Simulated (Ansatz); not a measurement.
# SiH2S (SMILES [SiH]S) at CCSDT/STO-3G

What is the energy change on altering one bond length of SiH2S at CCSDT/STO-3G? 

Program for the calculation: Ansatz 0.2.0.

46 further runs of the same task are left out: 46 set aside as unsound or not needed.

### Step 1. The structure to begin with

SiH2S: 4 atoms, total charge 0, spin state singlet. As SMILES, `[SiH]S`. The coordinates come from a PBE0-D4/def2-TZVP relaxation.

Bond lengths: Si1–S2 2.115 Å, Si1–H3 1.525 Å, S2–H4 1.346 Å. Angles: Si1–S2–H4 97.5°, S2–Si1–H3 89.3°.

### Step 2. The energy at CCSDT/STO-3G

Input file run.yaml:

```yaml
crystal:
  periodic: [false, false, false]
  atoms:
    - {symbol: Si, position_ang: [-0.262800, -1.074400, 0.161100]}
    - {symbol: S, position_ang: [0.190500, 0.958800, -0.206600]}
    - {symbol: H, position_ang: [1.017500, -1.190800, 0.981400]}
    - {symbol: H, position_ang: [-0.889700, 1.246000, -0.956200]}
basis:
  gaussian: {orbitals: STO-3G}
correlation: {method: ccsdt, frozen_orbitals: {H: 0, S: 5, Si: 5}}
scf: {omitted_lower_state_checks: [cluster_reference, increment]}
accuracy: high
```

Run with:

```bash
$ ansatz run run.yaml --threads 1 --pin off --max-ram 2610MiB --events-out events.jsonl --progress --plain --runs-dir runs
```

Standard output, shortened:

```text
Warning: RAYON_NUM_THREADS=1 ignored (pool sized by the plan → 1); use --threads N
Functional definition: HF
  name "HF"
[...]
345 factors; integrals over basis functions are off by at most 1.3e-8 eV
[...]
mean field -18500.85921416 eV, -679.8940357876 hartree, gradient 4.8e-8 eV, S^2 0.000000; 0 other end points of the search recorded, 0 dependent functions left out
10 core orbitals not correlated: weight in the atoms' cores, before any rotation towards them, 1.000 or more for the frozen orbitals, at most 0.000 for the correlated occupied ones
reference -18500.85921416 eV, -679.8940357876 hartree; 6, 6 occupied and 4, 4 virtual orbitals, 345 factors
second order -1.59260814 eV of doubles, -0.00000000 eV of singles
cycle   1  -1.96279013 eV  change   -3.7e-1 eV  update   8.8e-2
[...]
cycle  23  -2.32274488 eV  change  -8.2e-10 eV  update   1.1e-9
Total energy: -18503.18195904 eV, -679.9793950876 hartree
Checks for a lower state left out: cluster_reference, increment
```

Wall time 0.3 s (1 thread of AMD EPYC 7R43 (Zen 3), shared host).

### Step 3. The distorted shape, same level

Input file input.yaml:

```yaml
crystal:
  periodic: [false, false, false]
  atoms:
    - {symbol: Si, position_ang: [-0.582838, -1.045303, -0.043952]}
    - {symbol: S, position_ang: [-0.129538, 0.987897, -0.411652]}
    - {symbol: H, position_ang: [1.017500, -1.190800, 0.981400]}
    - {symbol: H, position_ang: [-1.209738, 1.275097, -1.161252]}
basis:
  gaussian:
    orbitals: STO-3G
correlation:
  method: ccsdt
  frozen_orbitals: {H: 0, S: 5, Si: 5}
accuracy: high
scf:
  omitted_lower_state_checks: [cluster_reference, increment]
```

Run with:

```bash
$ ansatz run input.yaml --threads 1 --pin off --max-ram 2610MiB --events-out events.jsonl --progress --plain --runs-dir runs
```

Standard output, shortened:

```text
Warning: RAYON_NUM_THREADS=1 ignored (pool sized by the plan → 1); use --threads N
[... 2 set-up lines as earlier in the session ...]
[...]
344 factors; integrals over basis functions are off by at most 8.7e-9 eV
[...]
mean field -18499.27764696 eV, -679.8359142652 hartree, gradient 2.7e-8 eV, S^2 0.000000; 0 other end points of the search recorded, 0 dependent functions left out
10 core orbitals not correlated: weight in the atoms' cores, before any rotation towards them, 1.000 or more for the frozen orbitals, at most 0.000 for the correlated occupied ones
reference -18499.27764696 eV, -679.8359142652 hartree; 6, 6 occupied and 4, 4 virtual orbitals, 344 factors
second order -1.87698010 eV of doubles, -0.00000000 eV of singles
cycle   1  -2.34247324 eV  change   -4.7e-1 eV  update   1.0e-1
[...]
cycle  26  -2.80365089 eV  change  -6.0e-10 eV  update  3.8e-10
Total energy: -18502.08129785 eV, -679.9389465350 hartree
Checks for a lower state left out: cluster_reference, increment
```

Wall time 0.24 s (1 thread of AMD EPYC 7R43 (Zen 3), shared host).

### Step 4. Summary of results

At CCSDT/STO-3G, 10 core orbitals frozen:

| quantity | value |
| --- | --- |
| first shape: total energy | -679.97940 Eh |
| first shape: correlation energy (10 core orbitals frozen) | -85.4 mEh |
| first shape: T1 diagnostic | 0.023 |
| distorted shape: total energy | -679.93895 Eh |
| distorted shape: correlation energy (10 core orbitals frozen) | -103.0 mEh |
| distorted shape: T1 diagnostic | 0.024 |
| energy change with the Si1–H3 bond stretched from 1.525 to 1.906 Å | 1.101 eV |

In words: With the Si1–H3 bond stretched from 1.525 to 1.906 Å the energy rises by 1.10 eV (25 kcal/mol). The first shape isn't relaxed at this level, so the change isn't measured from a minimum. The minimal basis adds a large error of its own. The T1 diagnostic (first shape) of 0.023 is above the customary mark for such species, so a single reference may not serve. The T1 diagnostic (distorted shape) of 0.024 is above the customary mark for such species, so a single reference may not serve.
